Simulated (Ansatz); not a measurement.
HAlSi, triplet: reading a ladder of total energies

Geometry: that of the HAlSi, singlet, kept fixed.

```json
{"atom": "Si", "x (Å)": "0.0000", "y (Å)": "0.0000", "z (Å)": "2.1008"}
{"atom": "Al", "x (Å)": "0.0000", "y (Å)": "0.0000", "z (Å)": "-0.2530"}
{"atom": "H", "x (Å)": "0.0000", "y (Å)": "0.0000", "z (Å)": "-1.8478"}
```

Basis 6-31G; Ansatz 0.2.0. Only valence electrons are correlated (noble-gas cores frozen), which leaves 8 electrons in 18 orbitals. Prefix R: restricted or restricted open-shell reference; prefix U: unrestricted.

Full CI is exact within this basis and frozen core; it isn't the basis-set limit. The frozen core follows each run's orbitals, which can shift R against U totals by a few meV.

Runs differ by some tens of microhartree through their thresholds and, for an open shell, their frozen cores, so the step to full CI, which has another core, is uncertain by up to 0.1 kcal/mol.

```json
{"level": "UHF", "total energy (hartree)": "-531.287052"}
{"level": "UMP2", "total energy (hartree)": "-531.347817"}
{"level": "UCCSD", "total energy (hartree)": "-531.369933"}
{"level": "UCCSD(T)", "total energy (hartree)": "-531.372634"}
{"level": "UCCSDT", "total energy (hartree)": "-531.373729"}
{"level": "UCCSDT(Q)", "total energy (hartree)": "-531.373960"}
{"level": "UCCSDTQ", "total energy (hartree)": "-531.373970"}
{"level": "full CI", "total energy (hartree)": "-531.373983"}
```

Task: What is the correlation energy at full CI, and what share of it do UMP2 and UCCSD recover?

Result: E(corr) = -531.373983 − (-531.287052) = -0.086931 hartree = -2.366 eV. UMP2: -0.060765 / -0.086931 = 69.90 %. UCCSD: -0.082881 / -0.086931 = 95.34 %.

Task: By how many kcal/mol does UCCSD(T) miss full CI (1 hartree = 627.509 kcal/mol), and which steps make up the rest?

Result: -531.372634 − (-531.373983) = 0.001349 hartree = 0.85 kcal/mol. Steps: UCCSDT − UCCSD(T) = -0.69, UCCSDT(Q) − UCCSDT = -0.14, UCCSDTQ − UCCSDT(Q) = -0.01, full CI − UCCSDTQ = -0.01 kcal/mol. Differences between like states or geometries often cancel part of this.
